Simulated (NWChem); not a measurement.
All runs are NWChem calculations. System: C$_{6}$H$_{6}$, charge 1, spin multiplicity 2, at the geometry of a parent with another charge or spin, in a state set for the comparison that need not be this species' ground state. Its SCF solution wasn't tested for a lower state. Level: UB3LYP/def2-SVP, VWN1-RPA local correlation.

Job file:

```
start mol
memory heap 200 mb stack 900 mb global 1100 mb
charge 1
geometry units angstroms nocenter noautoz
  C      0.000000     0.000000     1.398852
  C     -1.211423     0.000000     0.699426
  C     -1.211423     0.000000    -0.699426
  C      0.000000     0.000000    -1.398852
  C      1.211423     0.000000    -0.699426
  C      1.211423     0.000000     0.699426
  H      0.000000     0.000000     2.492116
  H     -2.158220     0.000000     1.246058
  H     -2.158220     0.000000    -1.246058
  H      0.000000     0.000000    -2.492116
  H      2.158220     0.000000    -1.246058
  H      2.158220     0.000000     1.246058
  symmetry group D2h
end
basis spherical
  * library def2-svp
end
dft
  xc b3lyp
  odft
  mult 2
  semidirect memsize 60000000 filesize 0
  iterations 100
end
task dft energy
```

Output (cleaned and shortened):

```
             Northwest Computational Chemistry Package (NWChem) 7.3.0
             --------------------------------------------------------

                                NWChem Input Module
                                -------------------

 Scaling coordinates for geometry "geometry" by  1.889725989
 (inverse scale =  0.529177249)

 Turning off AUTOSYM since
 SYMMETRY directive was detected!

                             Geometry "geometry" -> ""
                             -------------------------

 Output coordinates in angstroms (scale by  1.889725989 to convert to a.u.)

  No.       Tag          Charge          X              Y              Z
 ---- ---------------- ---------- -------------- -------------- --------------
    1 C                    6.0000     0.00000000     0.00000000     1.39885200
    2 C                    6.0000    -1.21142300     0.00000000     0.69942600
    3 C                    6.0000    -1.21142300     0.00000000    -0.69942600
    4 C                    6.0000     0.00000000     0.00000000    -1.39885200
    5 C                    6.0000     1.21142300     0.00000000    -0.69942600
    6 C                    6.0000     1.21142300     0.00000000     0.69942600
    7 H                    1.0000     0.00000000     0.00000000     2.49211600
    8 H                    1.0000    -2.15822000     0.00000000     1.24605800
    9 H                    1.0000    -2.15822000     0.00000000    -1.24605800
   10 H                    1.0000     0.00000000     0.00000000    -2.49211600
   11 H                    1.0000     2.15822000     0.00000000    -1.24605800
   12 H                    1.0000     2.15822000     0.00000000     1.24605800

 Effective nuclear repulsion energy (a.u.)     202.7368236591

            Nuclear Dipole moment (a.u.)
            ----------------------------
        X                 Y               Z
 ---------------- ---------------- ----------------
     0.0000000000     0.0000000000    -0.0000000000

      Symmetry information
      --------------------

 Group name             D2h
 Group number             26
 Group order               8
[...]
    beta     11     12     13     14     15     16     17     18     19     21
 overlap   1.000  1.000  0.999  1.000  0.999  1.000  0.995  1.000  1.000  1.000

   alpha     21     22     23     24     25     26     27     28     29     30
    beta     20     23     22     24     27     25     26     28     29     30
 overlap   0.998  1.000  0.995  1.000  0.997  1.000  1.000  0.999  1.000  0.999

   alpha     31     32     33     34     35     36     37     38     39     40
    beta     32     31     33     34     35     36     37     38     39     40
 overlap   0.999  1.000  0.999  0.999  0.999  0.831  0.831  0.994  0.999  0.995

   alpha     41     42     43     44     45     46     47     48     49     50
    beta     41     43     42     46     44     45     47     48     49     50
 overlap   0.993  0.999  0.999  1.000  1.000  0.996  1.000  0.996  1.000  1.000

   alpha     51     52     53     54     55     56     57     58     59     60
    beta     52     51     53     54     55     56     57     58     59     60
 overlap   0.996  0.999  0.999  0.999  0.998  0.999  0.998  0.999  1.000  0.999

   alpha     61     62     63     64     65     66     67     68     69     70
    beta     61     62     63     64     65     66     67     68     69     71
 overlap   1.000  1.000  1.000  0.999  0.969  0.969  1.000  1.000  1.000  0.999

   alpha     71     72     73     74     75     76     77     78     79     80
    beta     70     72     73     74     75     76     77     80     78     79
 overlap   1.000  1.000  0.994  1.000  1.000  0.985  0.998  1.000  1.000  1.000

   alpha     81     82     83     84     85     86     87     88     89     90
    beta     81     82     84     83     85     86     89     87     88     90
 overlap   0.991  1.000  0.997  1.000  1.000  1.000  0.999  1.000  1.000  1.000

   alpha     91     92     93     94     95     96     97     98     99    100
    beta     93     94     91     92     95     96     97     98     99    100
 overlap   0.999  0.755  1.000  0.756  1.000  1.000  1.000  1.000  1.000  1.000

   alpha    101    102    103    104    105    106    107    108    109    110
    beta    101    102    103    104    105    106    107    108    109    110
 overlap   1.000  1.000  1.000  1.000  1.000  1.000  1.000  1.000  1.000  1.000

   alpha    111    112    113    114
    beta    111    112    113    114
 overlap   1.000  1.000  1.000  1.000

     --------------------------
     Expectation value of S2:
     --------------------------
      <S2> =      0.7655 (Exact =     0.7500)

 center of mass
 --------------
 x =   0.00000000 y =   0.00000000 z =  -0.00000000

 moments of inertia (a.u.)
 ------------------
         318.617679810592           0.000000000000           0.000000000000
           0.000000000000         637.226751582533           0.000000000000
           0.000000000000           0.000000000000         318.609071771941

     Multipole analysis of the density
     ---------------------------------

     L   x y z        total         alpha         beta         nuclear
     -   - - -        -----         -----         ----         -------
     0   0 0 0      1.000000    -21.000000    -20.000000     42.000000

     1   1 0 0      0.000000      0.000000      0.000000      0.000000
     1   0 1 0     -0.000000     -0.000000     -0.000000      0.000000
     1   0 0 1     -0.000000     -0.000000      0.000000     -0.000000

     2   2 0 0    -14.013696   -106.603250    -99.722082    192.311636
     2   1 1 0     -0.000000     -0.000000     -0.000000      0.000000
     2   1 0 1     -0.000000     -0.000000      0.000000      0.000000
     2   0 2 0    -26.004321    -14.022805    -11.981516      0.000000
     2   0 1 1      0.000000     -0.000000      0.000000      0.000000
     2   0 0 2    -16.500838   -104.883582   -103.933678    192.316422

 Task  times  cpu:        2.3s     wall:        2.3s

 Total times  cpu:        2.3s     wall:        2.3s
```
